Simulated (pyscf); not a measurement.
Four-centre exchange: •H₂Si–Cl + NH₃ → H₂N–SiH₂• + HCl

Gas phase, doublet surface, charge 0. Bonds broken: Si1–Cl2, N5–H6. Bonds formed: Si1–N5, Cl2–H6. PySCF, gas phase, ωB97X-D3(BJ)/def2-SVP geometries. MP2 and CC: frozen core, UHF for open shells. ΔMP2 is the change of the MP2 total energy from the triple- to the quadruple-zeta basis.

Transition state (Å):

```xyz
8

Si     0.4714    -1.3062     0.0693
Cl     0.8189     1.6382     0.3046
H      0.5640    -2.7737     0.3868
H     -0.4050    -1.1011    -1.1154
N     -0.4556    -0.5361     1.4534
H     -0.0204     0.6628     1.1187
H     -1.4725    -0.6244     1.4139
H     -0.1389    -0.7951     2.3889
```

One imaginary mode, 804i cm⁻¹; descent along it reached the two sides named, in the forms told below.

```tsv
bond	change	reactant side (Å)	saddle	product side
Si1–Cl2	breaks	2.259	3.0	3.8
N5–H6	breaks	1.023	1.319	1.874
Si1–N5	forms	2.035	1.835	1.760
Cl2–H6	forms	2.6	1.523	1.313
```

Electronic energies relative to the separated reactants (kJ/mol):

```json
[
 {"level": "ωB97X-D3(BJ)/def2-TZVP", "barrier": "55.3", "reaction energy": "+51.4", "reverse barrier": "3.9"},
 {"level": "PBE/def2-TZVP", "barrier": "39.2", "reaction energy": "+47.5", "reverse barrier": "-8.4"},
 {"level": "r²SCAN/def2-TZVP", "barrier": "42.2", "reaction energy": "+48.0", "reverse barrier": "-5.8"},
 {"level": "B3LYP-D3(BJ)/def2-TZVP", "barrier": "46.2", "reaction energy": "+45.4", "reverse barrier": "0.8"},
 {"level": "PBE0-D3(BJ)/def2-TZVP", "barrier": "42.1", "reaction energy": "+48.8", "reverse barrier": "-6.7"},
 {"level": "M06-2X/def2-TZVP", "barrier": "46.8", "reaction energy": "+48.3", "reverse barrier": "-1.5"},
 {"level": "ωB97M-D3(BJ)/def2-TZVP", "barrier": "54.1", "reaction energy": "+45.9", "reverse barrier": "8.2"},
 {"level": "HF/def2-TZVP", "barrier": "106.2", "reaction energy": "+50.5", "reverse barrier": "55.7"},
 {"level": "MP2/def2-QZVPP", "barrier": "55.8", "reaction energy": "+48.6", "reverse barrier": "7.2"},
 {"level": "CCSD/def2-TZVPP", "barrier": "71.0", "reaction energy": "+44.6", "reverse barrier": "26.4"},
 {"level": "CCSD(T)/def2-TZVPP", "barrier": "63.4", "reaction energy": "+44.4", "reverse barrier": "18.9"},
 {"level": "CCSD(T)/def2-TZVPP + ΔMP2(QZVPP)", "barrier": "62.6", "reaction energy": "+45.5", "reverse barrier": "17.1"}
]
```

With CCSD(T)/def2-TZVPP + ΔMP2(QZVPP) energies and thermal terms (ideal gas, 1 atm, RRHO with modes under 100 cm⁻¹ raised to 100, one conformer, R ln 2 for chiral ones without a mode under 150 cm⁻¹), in kJ/mol:

```csv
T (K),ΔH‡,ΔG‡,ΔH,ΔG
298,53.4,95.1,+37.3,+38.3
600,54.8,137.1,+40.0,+38.2
900,58.3,177.6,+42.7,+36.7
1200,62.2,216.8,+45.0,+34.4
```

On the reactant side the descent ends in an adduct with a N–Si contact, 5.7 kJ/mol under the separated species and 60.9 kJ/mol under the saddle at ωB97X-D3(BJ)/def2-TZVP. On the product side the descent ends in a complex, 18.3 kJ/mol under the separated species and 22.2 kJ/mol under the saddle at ωB97X-D3(BJ)/def2-TZVP. At PBE, r²SCAN, PBE0-D3(BJ), M06-2X the saddle lies under the separated products, which points to a path from their complex (located at ωB97X-D3(BJ) alone), and parting the products costs more than the saddle. What is counted as formed (N–Si) is already present as a longer contact in the reactant adduct; forming that adduct is a step of its own. One saddle was located; it need not be the lowest between these sides. The CCSD(T) − MP2 part came from Ansatz, without density fitting, on the same reference.
